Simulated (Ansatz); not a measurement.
A nudged elastic band was laid between two geometries of BH$_{3}$NS (6 atoms, charge 0, multiplicity 2).

Theory: UKS PBE0-D4/def2-SVP (Ansatz 0.2.0).

| Item | Value |
| --- | --- |
| movable images | 5 |
| climbing image | yes |
| spring | 5.0 eV/Å² |
| optimiser | quadratic models (default) |
| start path | IDPP |
| force threshold | 0.03 eV/Å |
| iteration limit | 60 |
| end points | relaxed |

Image 0:

```xyz
6
Properties=species:S:1:pos:R:3
N -0.622 0.084 -0.754
B -0.545 -0.449 0.521
S 0.784 -0.479 1.713
H -1.458 0.021 -1.320
H 0.143 0.571 -1.214
H 1.740 0.188 1.008
```

Image 6:

```xyz
6
Properties=species:S:1:pos:R:3
N -0.622 0.083 -0.754
B -0.545 -0.449 0.521
S 0.784 -0.478 1.714
H 0.142 0.571 -1.215
H -1.458 0.020 -1.320
H 1.740 0.189 1.008
```

Q: Which bonds break or form, and what moves?

A: No bond is made or broken. The dihedral H4–N1–B2–S3 goes from 180 to 0°. The two ends are copies of one structure, up to a mirror image or an exchange of like atoms.

Q: Give the energies along the band, and the barrier.

A: The forces met the threshold. The highest image is number 3 of 0 to 6, 0.67 eV above the ends, which have the same energy within 2 meV. A vibrational analysis at the climbing image gives one clearly imaginary mode, 518i cm⁻¹: a first-order saddle point.

| image | path coordinate (Å) | energy (eV) | dihedral H4–N1–B2–S3 (°) |
| --- | --- | --- | --- |
| 0 | 0.00 | 0.00 | 180 |
| 1 | 0.53 | 0.09 | -166 |
| 2 | 1.06 | 0.42 | -147 |
| 3 | 1.60 | 0.67 | -120 |
| 4 | 2.13 | 0.42 | -67 |
| 5 | 2.66 | 0.09 | -20 |
| 6 | 3.19 | 0.00 | 0 |

Q: What is the geometry of the highest image?

A: 
```xyz
6
Properties=species:S:1:pos:R:3
N -0.268 0.014 -0.892
B -0.264 -0.657 0.380
S 0.538 -0.146 1.868
H -1.207 0.267 -1.197
H 0.133 -0.559 -1.635
H 1.109 1.016 1.430
```

Q: What are the harmonic wavenumbers there?

A: 518i, 306, 467, 616, 682, 859, 874, 1260, 1548, 2551, 3554, 3631 cm⁻¹.

The band took 7 iterations and roughly 80 core-seconds.

Time of the run: 81 s on 1 thread of Arm Neoverse V2, with other jobs on the host, peak memory 0.22 GiB.
